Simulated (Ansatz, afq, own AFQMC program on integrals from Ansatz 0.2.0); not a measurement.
**Where AFQMC and coupled cluster stand for CH4N, doublet**

```xyz
6

N    -0.0887    0.0000    0.6446
C     0.0848    0.0000   -0.7305
H     0.2213   -0.8326    1.1206
H     0.2213    0.8326    1.1206
H    -0.1102   -0.9302   -1.2469
H    -0.1102    0.9302   -1.2469
```

Connectivity, by distances: NH2–CH2.

Basis 6-31G. Only valence electrons are correlated. Ansatz 0.2.0 and our own AFQMC program on the same integrals; the CISD trial comes from CCSD amplitudes, and released means the phaseless constraint is let go. Free projection: walkers drawn from exp(T), propagated without any constraint. Its projection time is finite, and what remains of the start isn't in its error. Error bars are statistical, one sigma.

Determinant: ROHF, the one that the program's search chose, which needn't be the lowest solution. The geometry is a point of a scan.

No full CI on the walks' own integrals is used here; CCSDT(Q) serves as the reference and is uncertain by about the last step of the cluster series.

```
T1 diagnostic                               : 0.0189
weight of the determinant in the CISD state : 0.911
size of the correlated space                : 13 electrons in 24 orbitals
```

Reference: CCSDT(Q), correlation energy -5.853 eV. The released energy is read at 1.50 1/Eh (meV from the phaseless value at times in 1/Eh: 16 ± 11 at 0.24, 9 ± 12 at 0.50, 0 ± 9 at 1.00, -5 ± 15 at 1.50).

| level | E − E(reference) (kcal/mol) | share of correlation (%) |
| --- | --- | --- |
| HF | 134.97 | 0.00 |
| MP2 | 17.93 | 86.71 |
| CCSD | 2.78 | 97.94 |
| CCSD(T) | 0.49 | 99.64 |
| CCSDT | 0.25 | 99.82 |
| ph-AFQMC/HF | 0.44 ± 1.87 | 99.67 |
| ph-AFQMC/CISD | -0.07 ± 0.25 | 100.05 |
| released AFQMC | -0.19 ± 0.35 | 100.14 |
| free AFQMC | 0.15 ± 0.26 | 99.89 |

Free projections are given only where their last times agree within the noise and don't stop above the reference; a slow remainder of the start can still hide under it. A walk keeps the symmetry of its determinant, which the program's search chose and which needn't be the lowest solution, so a lower state of the same spin and another symmetry isn't excluded. Released energies are given only where the last usable release times agree within the noise; a slower fall can still hide under it.
